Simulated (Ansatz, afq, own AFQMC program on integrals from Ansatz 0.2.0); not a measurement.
**SiO, triplet: AFQMC among the cluster methods**

```xyz
2

Si    0.0000    0.0000    0.0000
O     0.0000    0.0000    1.7235
```

Basis 6-31G. Only valence electrons are correlated. Ansatz 0.2.0 and our own AFQMC program on the same integrals; the CISD trial comes from CCSD amplitudes, and released means the phaseless constraint is let go. Uncertainties: one standard error, sampling alone.

Determinant: UHF, the one that the program's search chose, which needn't be the lowest solution. The geometry is a point of a scan.

Full CI on the same integrals is exact in this basis and with this determinant's frozen core.

Cautions: lower spins were not checked; the CCSDT(Q) amplitudes may be one of several solutions (largest double 0.69); the CCSDTQ amplitudes may be one of several solutions (largest double 0.75); the released energies have errors that jump between times, so the bars are unsure, so no released level is given (meV from the phaseless value at times in 1/Eh: -5 ± 4 at 0.24, 1514 ± 1520 at 0.51, -14 ± 3 at 0.99, -18 ± 3 at 1.62, -13 ± 4 at 2.40); the determinant fills πx and πy unequally, so it mixes two states of the linear molecule, and each level undoes that mixture to a different degree, while full CI gives the lower state.

* T1 diagnostic: 0.0230
* weight of the determinant in the CISD state: 0.903
* ⟨S²⟩ of the determinant: 2.013
* size of the correlated space: 10 electrons in 16 orbitals

Reference: full CI, correlation energy -3.900 eV. The cautions show a poor starting determinant, so the rows tell how each method copes with it here, and full CI is the sure value.

| level | E − E(reference) (mEh) | share of correlation (%) |
| --- | --- | --- |
| HF | 143.32 | 0.00 |
| MP2 | 28.10 | 80.39 |
| CCSD | 11.64 | 91.88 |
| CCSD(T) | 7.78 | 94.57 |
| CCSDT | 1.31 | 99.09 |
| CCSDT(Q) | -0.34 | 100.24 |
| CCSDTQ | 0.12 | 99.92 |
| ph-AFQMC/HF | 9.07 ± 0.88 | 93.67 |
| ph-AFQMC/CISD | 7.35 ± 0.14 | 94.87 |

CCSDT and higher add their correlation energy to the determinant of the CCSD(T) run, since their own runs factorise the integrals more tightly (a shift of under 2 meV).
